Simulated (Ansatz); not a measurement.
I need a rigid scan of one bond length of CH6SSi, SMILES [SiH3]CS. Use the Python package of Ansatz (0.2.0). Use (for the species named): CAM-B3LYP, def2-SVP basis, multiplicity 1.

Contents of `ch6ssi.xyz`:
```text
9

Si   -0.80820    0.16600   -0.61670
C     0.86680   -0.11360   -0.05780
S     0.82570   -1.09130    1.45690
H    -1.50200   -1.03790   -0.95730
H    -0.83840    1.04660   -1.87020
H    -1.62660    0.96070    0.41040
H     1.46240   -0.65900   -0.81080
H     1.43990    0.84250    0.13300
H     0.26890   -0.16030    2.29540
```

`scan.py`:
```python
'''Stretching a bond of CH6SSi, the rest held rigid.'''

import ansatz as az
import numpy as np

system = az.Crystal.molecule_from_extxyz('ch6ssi.xyz')

symbols = [site.symbol for site in system.cartesian_sites]
start = np.array([site.position_ang for site in system.cartesian_sites])
axis = (start[3] - start[0]) / np.linalg.norm(start[3] - start[0])
moving = [3]
lengths, energies = [1.22, 1.32, 1.43, 1.57, 1.79, 2.15, 2.58, 3.15], []
for length in lengths:
    xyz = start.copy()
    xyz[moving] += (length - np.linalg.norm(start[3] - start[0])) * axis
    point = az.Crystal.molecule()
    for symbol, place in zip(symbols, xyz):
        point = point.atom(symbol, place.tolist())
    model = (
        point.calculation()
        .basis(gaussian='def2-SVP')
        .functional('cam_b3lyp')
    )
    summary = model.run(threads=1, pin='off').report
    energies.append(summary['free_energy_ev'])
    print(f'r = {length:6.3f} A  E = {energies[-1]:.5f} eV  <S^2> = {abs(summary["mean_field"]["state"]["spin_squared"]):.3f}')

print('energy above the lowest point (eV):', [round(e - min(energies), 3) for e in energies])
```

```console
$ python scan.py
r =  1.220 A  E = -19839.30692 eV  <S^2> = 0.000
r =  1.320 A  E = -19839.95927 eV  <S^2> = 0.000
r =  1.430 A  E = -19840.25353 eV  <S^2> = 0.000
r =  1.570 A  E = -19840.22670 eV  <S^2> = 0.000
r =  1.790 A  E = -19839.71676 eV  <S^2> = 0.000
r =  2.150 A  E = -19838.49424 eV  <S^2> = 0.000
r =  2.580 A  E = -19837.10392 eV  <S^2> = 0.000
r =  3.150 A  E = -19835.70998 eV  <S^2> = 0.000
energy above the lowest point (eV): [0.947, 0.294, 0.0, 0.027, 0.537, 1.759, 3.15, 4.544]
```

Notes:
- Total energies depend on the basis set; only differences at equal settings carry meaning.
- The rest of the molecule is held rigid at a force-field or estimated start geometry, and the basis set is modest; single-reference methods fail as a bond breaks.
- The orbitals are restricted, so S² is zero by construction.
- Toward dissociation an unrestricted state can lie under the restricted one, by tenths of an eV for polar bonds under a functional and by 1 to 2 eV or more for others.
- Timing: 17 s on 1 thread of Arm Neoverse V2, on a shared host, peak memory 0.23 GiB.
